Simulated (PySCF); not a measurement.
These are PBE-D3(BJ)/def2-TZVP // PBE0-D3(BJ)/def2-TZVP (PySCF 2.14.0) values and carry that method's errors. Gas-phase values, no solvent. 

Reference species (SMILES): `C=[SiH]` (neutral, multiplicity 2).

- dipole moment = 0.50 D

Changed species: `C[CH]C` (radical fragment; the reference has radical fragment).

Problem. Give the shifts of the dipole moment.

Solution. the dipole moment falls by 0.28 D, to 0.22 D.
